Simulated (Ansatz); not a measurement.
Relaxation of C₂H₅N (8 atoms, charge 0, multiplicity 1), to a largest force component of 0.015 eV/Å in at most 40 steps.

These are results of RKS PBE0-D4/def2-SVP (Ansatz), not measurements.

```xyz
8
Properties=species:S:1:pos:R:3
C -0.911 0.392 -0.539
C 0.144 0.368 0.188
N 0.709 -0.766 0.639
H -1.426 -0.444 -0.852
H -1.356 1.389 -0.882
H 0.664 1.299 0.485
H 1.330 -0.696 1.411
H -0.026 -1.549 0.826
```

Problem. Where does it end, and by what steps?

Solution. It converged. After 8 steps the energy has fallen by 0.480 eV; H8 moved furthest, 0.23 Å.

```csv
step,energy less start (eV),largest force component (eV/Å),accepted
0,0.0000,4.374,yes
1,-0.4292,1.312,yes
2,-0.4637,0.296,yes
3,-0.4662,0.372,yes
4,-0.4783,0.117,yes
5,-0.4796,0.028,yes
6,-0.4796,0.020,yes
7,-0.4796,0.041,no
8,-0.4797,0.005,yes
```

```xyz
8
Properties=species:S:1:pos:R:3
C -0.975 0.447 -0.547
C 0.135 0.365 0.202
N 0.724 -0.779 0.697
H -1.569 -0.435 -0.802
H -1.302 1.411 -0.939
H 0.699 1.278 0.427
H 1.265 -0.677 1.545
H 0.153 -1.617 0.691
```

Run time: 17 s on 1 thread of Arm Neoverse V1, with other jobs on the host, peak memory 0.12 GiB.
